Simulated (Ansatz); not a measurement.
Ansatz (an electronic-structure program) input (B3LYP-D3(BJ)/def2-TZVP):

Ansatz 0.2 input:
```yaml
crystal:
  periodic: [false, false, false]
  atoms:
    - {symbol: N, position_ang: [-0.16761862, 0.66090646, 0.01329039]}
    - {symbol: N, position_ang: [0.17788182, -0.60839226, 0.00618644]}
    - {symbol: H, position_ang: [-0.31885236, 1.13781603, 0.89679696]}
    - {symbol: H, position_ang: [-0.32938406, 1.14379591, -0.86511998]}
    - {symbol: H, position_ang: [0.33839105, -1.09274764, 0.88399201]}
    - {symbol: H, position_ang: [0.32989682, -1.08385822, -0.87799246]}
basis:
  gaussian:
    orbitals: def2-TZVP
hamiltonian:
  xc: b3lyp
  dispersion: d3bj
total_charge: 1
magnetization: {spin_polarized: true, initial_magnetization: 1}
relax: {f_tol: 0.002, max_steps: 150}
```

Output:

```
Functional definition: B3LYP
integrals: 0.01 GiB planned
486 factors; their error is unknown
mean field: 0.22 GiB planned
mean field evaluation 1: about -3026.5116 eV, gradient 5.5e1 eV
mean field evaluation 2: about -3021.2565 eV, gradient 6.4e1 eV
mean field evaluation 4: about -3037.6072 eV, gradient 5.4e-1 eV
mean field evaluation 8: about -3037.6126 eV, gradient 4.4e-3 eV
mean field -3037.61264199 eV, -111.6302056252 hartree, gradient 1.5e-5 eV, S^2 0.754381; 0 other end points of the search recorded, 0 dependent functions left out
the calculation of the forces begins
reference -3037.61279323 eV, -111.6302111834 hartree; 9, 8 occupied and 77, 78 virtual orbitals, 486 factors
relax step   1: F+E_penalty+E_count = -3037.70288825 eV  Δ(F+E_penalty+E_count) = +0.000e0 eV  max|allowed force component| = 2.685e-1 eV/Å  Δτ_max = 0.0000 Å  (27 SCF iters, accepted)
these checks for a lower state are left out or cut short: starts, cluster_reference, orbital_swaps, neighbouring_geometries, increment
integrals: 0.01 GiB planned
486 factors; their error is unknown
mean field: 0.22 GiB planned
mean field evaluation 16: about -3037.6108 eV, gradient 6.1e-4 eV
mean field -3037.61535325 eV, -111.6303052622 hartree, gradient 4.7e-6 eV, S^2 0.754338; 0 other end points of the search recorded, 0 dependent functions left out
the calculation of the forces begins
reference -3037.61550418 eV, -111.6303108088 hartree; 9, 8 occupied and 77, 78 virtual orbitals, 486 factors
relax step   2: F+E_penalty+E_count = -3037.70570244 eV  Δ(F+E_penalty+E_count) = -2.814e-3 eV  max|allowed force component| = 3.866e-2 eV/Å  Δτ_max = 0.0064 Å  (32 SCF iters, accepted)
these checks for a lower state are left out or cut short: starts, cluster_reference, orbital_swaps, neighbouring_geometries, increment
integrals: 0.01 GiB planned
486 factors; their error is unknown
mean field: 0.22 GiB planned
mean field -3037.61555275 eV, -111.6303125939 hartree, gradient 9.3e-6 eV, S^2 0.754325; 0 other end points of the search recorded, 0 dependent functions left out
the calculation of the forces begins
reference -3037.61570352 eV, -111.6303181346 hartree; 9, 8 occupied and 77, 78 virtual orbitals, 486 factors
relax step   3: F+E_penalty+E_count = -3037.70594239 eV  Δ(F+E_penalty+E_count) = -2.399e-4 eV  max|allowed force component| = 2.316e-2 eV/Å  Δτ_max = 0.0028 Å  (32 SCF iters, accepted)
these checks for a lower state are left out or cut short: starts, cluster_reference, orbital_swaps, neighbouring_geometries, increment
integrals: 0.01 GiB planned
486 factors; their error is unknown
mean field: 0.22 GiB planned
mean field evaluation 32: about -3037.6156 eV, gradient 9.5e-5 eV
mean field -3037.61562041 eV, -111.6303150803 hartree, gradient 5.1e-6 eV, S^2 0.754319; 0 other end points of the search recorded, 0 dependent functions left out
the calculation of the forces begins
reference -3037.61577130 eV, -111.6303206255 hartree; 9, 8 occupied and 77, 78 virtual orbitals, 486 factors
relax step   4: F+E_penalty+E_count = -3037.70602106 eV  Δ(F+E_penalty+E_count) = -7.867e-5 eV  max|allowed force component| = 4.347e-3 eV/Å  Δτ_max = 0.0148 Å  (30 SCF iters, accepted)
these checks for a lower state are left out or cut short: starts, cluster_reference, orbital_swaps, neighbouring_geometries, increment
integrals: 0.01 GiB planned
486 factors; their error is unknown
mean field: 0.22 GiB planned
mean field -3037.61562181 eV, -111.6303151318 hartree, gradient 5.5e-6 eV, S^2 0.754318; 0 other end points of the search recorded, 0 dependent functions left out
the calculation of the forces begins
reference -3037.61577274 eV, -111.6303206785 hartree; 9, 8 occupied and 77, 78 virtual orbitals, 486 factors
relax step   5: F+E_penalty+E_count = -3037.70602396 eV  Δ(F+E_penalty+E_count) = -2.895e-6 eV  max|allowed force component| = 3.429e-4 eV/Å  Δτ_max = 0.0023 Å  (31 SCF iters, accepted)
integrals: 0.01 GiB planned
486 factors; their error is unknown
mean field: 0.22 GiB planned
mean field -3037.61562181 eV, -111.6303151318 hartree, gradient 5.0e-5 eV, S^2 0.754318; 1 other end points of the search recorded, 0 dependent functions left out
the calculation of the forces begins
reference -3037.61577274 eV, -111.6303206784 hartree; 9, 8 occupied and 77, 78 virtual orbitals, 486 factors
Total energy: -3037.70617489 eV, -111.6336428960 hartree
Atom 0 at    -0.149196     0.661966     0.013017 Å, force    -0.000100     0.000341    -0.000025 eV/Å
Atom 1 at     0.159306    -0.609458     0.006036 Å, force     0.000090    -0.000344    -0.000005 eV/Å
Atom 2 at    -0.321587     1.126557     0.896606 Å, force     0.000038    -0.000053    -0.000010 eV/Å
Atom 3 at    -0.331052     1.133928    -0.864749 Å, force     0.000007    -0.000058     0.000030 eV/Å
Atom 4 at     0.341181    -1.081418     0.883799 Å, force    -0.000033     0.000052    -0.000012 eV/Å
Atom 5 at     0.331663    -1.074055    -0.877556 Å, force    -0.000003     0.000061     0.000023 eV/Å
Dipole moment:    -0.000004    -0.000001    -0.000001 e Å
```
